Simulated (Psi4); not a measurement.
# SiNH4O (SMILES [O]N[SiH3]) at 3 levels

We compute a comparison of 3 runs (UBLYP/def2-SVPD, USVWN5/def2-SVPD, UTPSS/def2-SVPD) of SiNH4O. 

The calculation is run with Psi4 1.11.

2 further runs of the same task are left out: 2 set aside as unsound or not needed.

### Step 1. The structure to begin with

SiNH4O: 7 atoms, total charge 0, spin state doublet. As SMILES, `[O]N[SiH3]`. The Si3–H5 distance was set to 3.216 Å, away from the relaxed value. At this shape a bond of the SMILES string is far longer than usual.

Bond lengths: O1–N2 1.283 Å, N2–Si3 1.756 Å, N2–H4 1.022 Å, Si3–H6 1.460 Å, Si3–H7 1.460 Å. Angles: O1–N2–Si3 120.5°, O1–N2–H4 114.4°, Si3–N2–H4 125.1°, N2–Si3–H6 107.6°, N2–Si3–H7 107.6°, H6–Si3–H7 111.5°.

### Step 2. A single-point energy at UBLYP/def2-SVPD (run 1)

input.json

```json
{
  "schema_name": "qcschema_input",
  "schema_version": 1,
  "molecule": {
    "schema_name": "qcschema_molecule",
    "schema_version": 2,
    "symbols": ["O", "N", "Si", "H", "H", "H", "H"],
    "geometry": [0.38605593, -4.41453818, 4.73309498, 0.1088898, -2.89737156, 2.8630409, 1.62303286, 0.0560625, 2.85374345, -1.03269375, -3.56561651, 1.454817, -0.1918261, 2.32432534, -2.4839505, 0.70645899, 1.47184532, 5.03754876, 4.33957085, -0.39807648, 3.01042064],
    "molecular_charge": 0,
    "molecular_multiplicity": 2,
    "fix_symmetry": "c1"
  },
  "driver": "energy",
  "model": {
    "method": "blyp",
    "basis": "def2-SVPD"
  },
  "keywords": {
    "reference": "uks",
    "puream": true,
    "e_convergence": 1e-09,
    "d_convergence": 1e-08,
    "scf_type": "pk",
    "dft_radial_points": 99,
    "dft_spherical_points": 590,
    "maxiter": 200,
    "scf_properties": ["QUADRUPOLE", "DIPOLE", "MULLIKEN_CHARGES"]
  }
}
```

Command:

```
$ psi4 --qcschema input.json -n 1 --memory 1600MB
```

stdout:

```text
[...]
  Running in c1 symmetry.
[...]
  Nuclear repulsion =  104.476871802467528
[...]
  Multiplicity = 2
[...]
  Nalpha       = 17
  Nbeta        = 16
[...]
    Number of basis functions: 99
[...]
   @UKS iter   1:  -420.65108800481289    4.26722e-01   1.04213e-02 ADIIS/DIIS
[...]
   @UKS iter  41:  -421.45022434480791   -8.18545e-11   9.84591e-09 DIIS
[...]
   @S^2 Observed:                1.377331340E+00
[...]
    Orbital Energies [Eh]
    ---------------------
    Alpha Occupied:
       1A    -65.527811     2A    -18.832153     3A    -14.121072
       4A     -5.111920     5A     -3.535664     6A     -3.533772
       7A     -3.532245     8A     -1.012301     9A     -0.700341
      10A     -0.535925    11A     -0.449239    12A     -0.413770
      13A     -0.407070    14A     -0.332025    15A     -0.257447
      16A     -0.241453    17A     -0.195426
    Alpha Virtual:
      18A     -0.152834    19A     -0.025638    20A      0.006500
      21A      0.017622    22A      0.031378    23A      0.053484
      24A      0.064467    25A      0.088127    26A      0.095273
[...]
  @UKS Final Energy:  -421.45022434480791
   => Energetics <=
    Nuclear Repulsion Energy =            104.4768718024675280
    One-Electron Energy =                -787.7383952409895755
    Two-Electron Energy =                 299.4949322766277646
    DFT Exchange-Correlation Energy =     -37.6836331829135815
    Empirical Dispersion Energy =           0.0000000000000000
    VV10 Nonlocal Energy =                  0.0000000000000000
    Total Energy =                       -421.4502243448079071
[...]
 Multipole Moments:
 ------------------------------------------------------------------------------------
     Multipole            Electronic (a.u.)      Nuclear  (a.u.)        Total (a.u.)
 ------------------------------------------------------------------------------------
 L = 1.  Multiply by 2.5417464519 to convert [e a0] to [Debye]
 Dipole X            :         -0.1050906            0.0810064           -0.0240842
 Dipole Y            :         -3.0695153            3.4462881            0.3767728
 Dipole Z            :          2.6276049           -3.0056891           -0.3780842
 Magnitude           :                                                    0.5343084
 L = 2.  Multiply by 1.3450342976 to convert [e a0^2] to [Debye ang]
 Quadrupole XX       :        -50.1874806           30.5940385          -19.5934421
 Quadrupole XY       :        -37.5752227           38.6282824            1.0530596
[...]
  Mulliken Charges: (a.u.)
   Center  Symbol    Alpha    Beta     Spin     Total
       1     O     4.42338  3.92476  0.49862 -0.34814
       2     N     3.60601  3.20287  0.40313  0.19112
       3    SI     6.76335  7.44692 -0.68357 -0.21028
       4     H     0.50575  0.50356  0.00220 -0.00931
       5     H     0.90389  0.12980  0.77409 -0.03370
       6     H     0.39875  0.39611  0.00264  0.20514
       7     H     0.39886  0.39597  0.00289  0.20517
   Total alpha = 17.00000, Total beta = 16.00000, Total charge =  0.00000
[...]
```

The result, in JSON:

```text
{
 "driver": "energy",
 "model": {
  "method": "blyp",
  "basis": "def2-SVPD"
 },
 "success": true,
 "return_result": -421.4502243448079,
 "properties": {
  "calcinfo_nbasis": 99,
  "calcinfo_nmo": 99,
  "calcinfo_nalpha": 17,
  "calcinfo_nbeta": 16,
  "calcinfo_natom": 7,
  "nuclear_repulsion_energy": 104.47687180246753,
  "return_energy": -421.4502243448079,
  "scf_one_electron_energy": -787.7383952409896,
  "scf_two_electron_energy": 299.49493227662776,
  "scf_xc_energy": -37.68363318291358,
  "scf_dipole_moment": [-0.024084208401093377, 0.37677281292312026, -0.3780842107589515],
  "scf_total_energy": -421.4502243448079,
  "scf_iterations": 41
 }
}
```

Wall time 70 s (1 thread of Intel Xeon Platinum 8488C (Sapphire Rapids), shared host); peak memory 0.74 GiB.

### Step 3. The energy at USVWN5/def2-SVPD (run 2)

job.inp

```
memory 1600 MB

molecule {
  0 2
  O      0.204292    -2.336073     2.504646
  N      0.057622    -1.533223     1.515056
  Si     0.858872     0.029667     1.510136
  H     -0.546478    -1.886843     0.769856
  H     -0.101510     1.229980    -1.314450
  H      0.373842     0.778867     2.665756
  H      2.296402    -0.210653     1.593046
  symmetry c1
}

set {
  basis def2-SVPD
  reference uks
  puream true
  e_convergence 1e-09
  d_convergence 1e-08
  scf_type pk
  dft_radial_points 99
  dft_spherical_points 590
  maxiter 200
}

energy_value, wavefunction = energy('scf', dft_functional={"name": "SVWN5", "x_functionals": {"LDA_X": {}}, "c_functionals": {"LDA_C_VWN": {}}}, return_wfn=True)
oeprop(wavefunction, 'WIBERG_LOWDIN_INDICES', 'DIPOLE', 'QUADRUPOLE')
```

Command:

```
$ psi4 job.inp job.out -n 1
```

job.out:

```text
[...]
  Running in c1 symmetry.
[...]
  Nuclear repulsion =  104.476871768806319
[...]
  Multiplicity = 2
[...]
  Nalpha       = 17
  Nbeta        = 16
[...]
    Number of basis functions: 99
[...]
   @UKS iter   1:  -418.50640332267591    4.87962e-01   1.01169e-02 DIIS/ADIIS
[...]
   @UKS iter  32:  -419.31028579274266   -3.92220e-12   7.89017e-09 DIIS
[...]
   @S^2 Observed:                1.282029016E+00
[...]
    Orbital Energies [Eh]
    ---------------------
    Alpha Occupied:
       1A    -65.163238     2A    -18.658959     3A    -13.972529
       4A     -5.077291     5A     -3.523084     6A     -3.521204
       7A     -3.519455     8A     -1.021129     9A     -0.704039
      10A     -0.548479    11A     -0.460366    12A     -0.424417
      13A     -0.416382    14A     -0.335653    15A     -0.259068
      16A     -0.249869    17A     -0.200927
    Alpha Virtual:
      18A     -0.167228    19A     -0.036236    20A      0.000902
      21A      0.015299    22A      0.019530    23A      0.043361
      24A      0.058491    25A      0.086669    26A      0.088329
[...]
  @UKS Final Energy:  -419.31028579274266
   => Energetics <=
    Nuclear Repulsion Energy =            104.4768717688063191
    One-Electron Energy =                -787.6644763851959397
    Two-Electron Energy =                 299.3421302145561071
    DFT Exchange-Correlation Energy =     -35.4648113909091407
    Empirical Dispersion Energy =           0.0000000000000000
    VV10 Nonlocal Energy =                  0.0000000000000000
    Total Energy =                       -419.3102857927426612
[...]
 Multipole Moments:
 ------------------------------------------------------------------------------------
     Multipole            Electronic (a.u.)      Nuclear  (a.u.)        Total (a.u.)
 ------------------------------------------------------------------------------------
 L = 1.  Multiply by 2.5417464519 to convert [e a0] to [Debye]
 Dipole X            :         -0.1116569            0.0810064           -0.0306504
 Dipole Y            :         -3.0540278            3.4462881            0.3922603
 Dipole Z            :          2.6022826           -3.0056891           -0.4034066
 Magnitude           :                                                    0.5635108
 L = 2.  Multiply by 1.3450342976 to convert [e a0^2] to [Debye ang]
 Quadrupole XX       :        -50.0525779           30.5940385          -19.4585394
 Quadrupole XY       :        -37.5644131           38.6282824            1.0638693
[...]
```

It took 36 s on 1 thread of Intel Xeon Platinum 8488C (Sapphire Rapids), shared host; peak memory 0.66 GiB.

### Step 4. Energy and gradient at UTPSS/def2-SVPD (run 3)

Changes to input.json since step 2:

```diff
@@ -12,5 +12,5 @@
   },
-  "driver": "energy",
+  "driver": "gradient",
   "model": {
-    "method": "blyp",
+    "method": "tpss",
     "basis": "def2-SVPD"
@@ -26,3 +26,3 @@
     "maxiter": 200,
-    "scf_properties": ["QUADRUPOLE", "DIPOLE", "MULLIKEN_CHARGES"]
+    "scf_properties": ["MAYER_INDICES", "QUADRUPOLE", "LOWDIN_CHARGES"]
   }
```

Command:

```
$ psi4 --qcschema input.json -n 1 --memory 1600MB
```

stdout, shortened:

```text
[...]
  Running in c1 symmetry.
[...]
  Nuclear repulsion =  104.476871802467528
[...]
  Multiplicity = 2
[...]
  Nalpha       = 17
  Nbeta        = 16
[...]
    Number of basis functions: 99
[...]
   @UKS iter   1:  -420.77901236245714    3.43841e-01   9.78158e-03 ADIIS/DIIS
[...]
   @UKS iter  40:  -421.52734957453163   -3.97904e-12   9.04546e-09 DIIS
[...]
   @S^2 Observed:                1.479547336E+00
[...]
    Orbital Energies [Eh]
    ---------------------
    Alpha Occupied:
       1A    -65.727914     2A    -18.938836     3A    -14.213187
       4A     -5.167171     5A     -3.547342     6A     -3.545013
       7A     -3.543752     8A     -1.034153     9A     -0.720432
      10A     -0.544995    11A     -0.456553    12A     -0.424536
      13A     -0.415867    14A     -0.343550    15A     -0.280592
      16A     -0.244887    17A     -0.202307
    Alpha Virtual:
      18A     -0.144619    19A     -0.017954    20A      0.016669
      21A      0.026335    22A      0.038334    23A      0.061229
      24A      0.072283    25A      0.096966    26A      0.103163
[...]
  @UKS Final Energy:  -421.52734957453163
   => Energetics <=
    Nuclear Repulsion Energy =            104.4768718024675280
    One-Electron Energy =                -787.8699863570091111
    Two-Electron Energy =                 299.6536594088273091
    DFT Exchange-Correlation Energy =     -37.7878944288172889
    Empirical Dispersion Energy =           0.0000000000000000
    VV10 Nonlocal Energy =                  0.0000000000000000
    Total Energy =                       -421.5273495745316268
[...]
 Multipole Moments:
[...]
  -Total Gradient:
     Atom            X                  Y                   Z
    ------   -----------------  -----------------  -----------------
       1       -0.006160917231     0.004556880733    -0.014810323847
       2        0.014799013939     0.012848652045     0.014252197941
       3       -0.001118153071    -0.014403688621     0.011222312114
       4        0.004223902238     0.000961183707     0.006586303438
       5       -0.003903627141     0.004759291704    -0.011376077568
       6        0.003548678179    -0.008211344519    -0.007037714239
       7       -0.011396015580    -0.000512205303     0.001152477621
[...]
```

The result, in JSON:

```text
{
 "driver": "gradient",
 "model": {
  "method": "tpss",
  "basis": "def2-SVPD"
 },
 "success": true,
 "return_result": [-0.0061609172305997426, 0.004556880732651536, -0.01481032384710046, 0.014799013938961797, 0.012848652045200193, 0.014252197940722296, -0.001118153070808637, -0.014403688621225, 0.011222312114243627, 0.004223902238353505, 0.0009611837071806795, 0.006586303437948249, -0.0039036271413308513, 0.0047592917039766085, -0.011376077567930201, 0.003548678178689403, -0.008211344519078484, -0.0070377142389680125, -0.011396015580151825, -0.0005122053030383947, 0.001152477621264015],
 "properties": {
  "calcinfo_nbasis": 99,
  "calcinfo_nmo": 99,
  "calcinfo_nalpha": 17,
  "calcinfo_nbeta": 16,
  "calcinfo_natom": 7,
  "nuclear_repulsion_energy": 104.47687180246753,
  "return_energy": -421.5273495745316,
  "return_gradient": [-0.0061609172305997426, 0.004556880732651536, -0.01481032384710046, 0.014799013938961797, 0.012848652045200193, 0.014252197940722296, -0.001118153070808637, -0.014403688621225, 0.011222312114243627, 0.004223902238353505, 0.0009611837071806795, 0.006586303437948249, -0.0039036271413308513, 0.0047592917039766085, -0.011376077567930201, 0.003548678178689403, -0.008211344519078484, -0.0070377142389680125, -0.011396015580151825, -0.0005122053030383947, 0.001152477621264015],
  "scf_one_electron_energy": -787.8699863570091,
  "scf_two_electron_energy": 299.6536594088273,
  "scf_xc_energy": -37.78789442881729,
  "scf_dipole_moment": [-0.035840338209556344, 0.40474048548430464, -0.42530341382766945],
  "scf_total_energy": -421.5273495745316,
  "scf_total_gradient": [-0.0061609172305997426, 0.004556880732651536, -0.01481032384710046, 0.014799013938961797, 0.012848652045200193, 0.014252197940722296, -0.001118153070808637, -0.014403688621225, 0.011222312114243627, 0.004223902238353505, 0.0009611837071806795, 0.006586303437948249, -0.0039036271413308513, 0.0047592917039766085, -0.011376077567930201, 0.003548678178689403, -0.008211344519078484, -0.0070377142389680125, -0.011396015580151825, -0.0005122053030383947, 0.001152477621264015],
  "scf_iterations": 40
 }
}
```

It took 4.1 min on 1 thread of Intel Xeon Platinum 8488C (Sapphire Rapids), shared host; peak memory 0.83 GiB.

### Step 5. All runs side by side

| run | level | task | energy (Eh) | dipole moment (D) | HOMO energy (eV) | LUMO energy (eV) | wall time |
| --- | --- | --- | --- | --- | --- | --- | --- |
| 1 | UBLYP/def2-SVPD | energy | -421.450224 | 1.36 | -5.32 | -4.16 | 70 s |
| 2 | USVWN5/def2-SVPD | energy | -419.310286 | 1.43 | -5.47 | -4.55 | 36 s |
| 3 | UTPSS/def2-SVPD | gradient | -421.527350 | 1.50 | -5.51 | -3.94 | 4.1 min |

### Step 6. What came out

| quantity | value |
| --- | --- |
| run 3: total energy | -421.52735 Eh |
| run 3: dipole moment | 1.50 D |
| run 3: HOMO energy (highest over α and β) | -5.51 eV |
| run 3: LUMO energy (lowest over α and β) | -3.94 eV |
| run 3: ⟨S²⟩ | 1.480 |
| run 3: largest force on an atom | 1.246 eV/Å |

**Reading.** The dipole moment (its size) runs from 1.36 D (UBLYP/def2-SVPD) to 1.50 D (UTPSS/def2-SVPD). Totals of different functionals can't be ranked against each other. Spin contamination of the reference: run 3 ⟨S²⟩ = 1.48, run 1 ⟨S²⟩ = 1.38, run 2 ⟨S²⟩ = 1.28. Where it is this large, the reference is a mixture of spin states, and values that rest on it are in doubt. All runs together took 5.8 min, the longest 4.1 min.
